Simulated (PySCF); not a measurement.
Isomers of C5H9N.

All values: CAM-B3LYP/def2-SVPD (PySCF) at PBE0-D3(BJ)/def2-SVP geometries, gas phase, one conformer each. Core orbitals are frozen in the response; Δα² is half the sum of the squared differences of the principal polarisabilities.

**Question.** Rank by vertical ionisation energy (ΔSCF), highest first.
A. `CC(C)(C)C#N`
B. `[CH:1]1=[N:2][CH2:3][CH2:4][CH2:5][CH2:6]1` with C1–N2–C3–C4 15°, N2–C3–C4–C5 -45°, C3–C4–C5–C6 58°, C4–C5–C6–C1 -42° (1-piperideine)
C. `[NH:1]=[C:2]1[CH2:3][CH2:4][CH2:5][CH2:6]1` with N1–C2–C3–C4 168°, C2–C3–C4–C5 32°, C3–C4–C5–C6 -40°, C4–C5–C6–C2 32°
D. `[CH3:1][CH:2]([CH3:3])[C@H:4]1[CH:5]=[N:6]1` with C1–C2–C4–C5 -138°

**Answer.** A (11.59 eV), D (9.97 eV), C (9.52 eV), B (8.96 eV).

**Question.** Rank by polarisability anisotropy Δα, highest first.
A. `N#CC(C)(C)C`
B. `[NH:1]=[C:2]1[CH2:3][CH2:4][CH2:5][CH2:6]1` with N1–C2–C3–C4 168°, C2–C3–C4–C5 32°, C3–C4–C5–C6 -40°, C4–C5–C6–C2 32°
C. `[CH:1]#[C:2][CH2:3][C@H:4]([CH3:5])[NH2:6]` with C2–C3–C4–C5 -177°, C3–C4–N6–H -57° and -174°
D. `[CH3:1][CH:2]([CH3:3])[C@H:4]1[CH:5]=[N:6]1` with C1–C2–C4–C5 -138°
E. `[CH3:1][CH2:2][CH2:3][CH2:4][C:5]#[N:6]` with C1–C2–C3–C4 180°, C2–C3–C4–C5 180°
F. 2-methyl-1-pyrroline (`C1(CCCN=1)C`)

**Answer.** C (4.37 Å³), E (3.95 Å³), F (3.37 Å³), B (2.94 Å³), D (2.46 Å³), A (1.79 Å³).

**Question.** Rank by HOMO energy, highest first.
A. `CC(C)(C)C#N`
B. `[CH:1]#[C:2][CH2:3][C@H:4]([CH3:5])[NH2:6]` with C2–C3–C4–C5 -177°, C3–C4–N6–H -57° and -174°
C. `[CH:1]1=[N:2][CH2:3][CH2:4][CH2:5][CH2:6]1` with C1–N2–C3–C4 15°, N2–C3–C4–C5 -45°, C3–C4–C5–C6 58°, C4–C5–C6–C1 -42° (1-piperideine)
D. `[CH3:1][CH:2]([CH3:3])[C@H:4]1[CH:5]=[N:6]1` with C1–C2–C4–C5 -138°
E. `[NH:1]=[C:2]1[CH2:3][CH2:4][CH2:5][CH2:6]1` with N1–C2–C3–C4 168°, C2–C3–C4–C5 32°, C3–C4–C5–C6 -40°, C4–C5–C6–C2 32°

**Answer.** C (-8.17 eV), B (-8.46 eV), E (-8.67 eV), D (-9.07 eV), A (-10.66 eV).

All values together:

| SMILES | μ (D) | HOMO (eV) | LUMO (eV) | α (Å³) | Δα (Å³) | ΔSCF removal energy (eV) |
| --- | --- | --- | --- | --- | --- | --- |
| N=C1CCCC1 | 2.64 | -8.67 | 1.04 | 9.56 | 2.94 | 9.52 |
| CC1=NCCC1 | 2.18 | -8.71 | 1.28 | 9.64 | 3.37 | – |
| C#CC[C@H](C)N | 1.24 | -8.46 | 1.30 | 10.20 | 4.37 | – |
| CC(C)(C)C#N | 4.17 | -10.66 | 1.02 | 9.52 | 1.79 | 11.59 |
| CC(C)[C@H]1C=N1 | 2.19 | -9.07 | 0.58 | 9.55 | 2.46 | 9.97 |
| CCCCC#N | 4.40 | -10.68 | 1.01 | 9.68 | 3.95 | 11.65 |
| C1=NCCCC1 | 2.26 | -8.17 | 1.08 | 9.51 | 2.84 | 8.96 |

Conformers: `[NH:1]=[C:2]1[CH2:3][CH2:4][CH2:5][CH2:6]1` with N1–C2–C3–C4 168°, C2–C3–C4–C5 32°, C3–C4–C5–C6 -40°, C4–C5–C6–C2 32°; `[CH:1]#[C:2][CH2:3][C@H:4]([CH3:5])[NH2:6]` with C2–C3–C4–C5 -177°, C3–C4–N6–H -57° and -174°; `[CH3:1][CH:2]([CH3:3])[C@H:4]1[CH:5]=[N:6]1` with C1–C2–C4–C5 -138°; `[CH3:1][CH2:2][CH2:3][CH2:4][C:5]#[N:6]` with C1–C2–C3–C4 180°, C2–C3–C4–C5 180°; `[CH:1]1=[N:2][CH2:3][CH2:4][CH2:5][CH2:6]1` with C1–N2–C3–C4 15°, N2–C3–C4–C5 -45°, C3–C4–C5–C6 58°, C4–C5–C6–C1 -42°.

A dash marks a removal energy that wasn't run or isn't settled.

**Question.** By how much does the ΔSCF value exceed −ε(HOMO) over the species that have both?

**Answer.** By 0.79 to 0.97 eV, 0.89 eV on average, over 5 species.
